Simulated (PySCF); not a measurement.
Compound: C5H9P.
Geometry (GFN2-xTB, Å), atoms numbered from 1 in this order:
```xyz
15
C5H9P angstrom
C      3.593    0.092   -0.096
C      2.321    0.187   -0.463
P      1.008   -0.766    0.344
C     -0.317   -0.242   -0.539
C     -1.708   -0.714   -0.283
C     -2.627    0.450    0.093
H      3.901   -0.561    0.705
H      4.375    0.657   -0.578
H      2.028    0.848   -1.271
H     -0.211    0.490   -1.333
H     -2.100   -1.193   -1.187
H     -1.708   -1.456    0.519
H     -2.651    1.191   -0.703
H     -3.640    0.094    0.265
H     -2.270    0.931    1.001
```

The calculation used PySCF, TDDFT B3LYP/def2-SVPD, vertical, gas phase, core orbitals frozen in the response.

Ground-to-excited transition dipoles (e·a0, same axes as the geometry; the sign carries no meaning), for the states with f of 0.002 or more among the lowest 8:

```tsv
state	E (eV)	μx	μy	μz
S1	4.566	0.093	-0.166	-0.125
S2	4.770	-1.917	0.051	-0.330
S3	5.686	0.535	0.084	-0.033
S4	6.031	0.081	-0.126	-0.142
S5	6.187	-0.086	0.104	0.096
S7	6.433	0.055	-0.181	-0.127
S8	6.543	0.428	0.380	-0.317
```

Q: Work out the oscillator strengths.

A: f = (2/3) ΔE |μ|² with ΔE in hartree (27.2114 eV).

| state | \|μ\|² (au) | \|μ\| (D) | f |
| --- | --- | --- | --- |
| S1 | 0.052 | 0.58 | 0.006 |
| S2 | 3.787 | 4.95 | 0.443 |
| S3 | 0.294 | 1.38 | 0.041 |
| S4 | 0.043 | 0.52 | 0.006 |
| S5 | 0.027 | 0.42 | 0.004 |
| S7 | 0.052 | 0.58 | 0.008 |
| S8 | 0.428 | 1.66 | 0.069 |

Q: Which bond between heavy atoms lies closest to the direction of the S2 transition dipole?

A: C1–C2, at 7° from it; next C4–C5 and P3–C4 at 28°.

Q: What angle do the transition dipoles of S2 and S8 make?

A: |cos θ| = |μa·μb| / (|μa| |μb|) = 0.55, so θ ≈ 57° (taken between 0 and 90°, since the signs are arbitrary).

Q: What peak molar absorption coefficient would the strongest computed level give as a lone Gaussian band 0.4 eV wide at half height?

A: ε(max) = 2.175×10⁸ f / FWHM, with the width in cm⁻¹. S2: 2.175×10⁸ × 0.4425 / 3226 ≈ 30000 L mol⁻¹ cm⁻¹.

One conformer stands for the species.
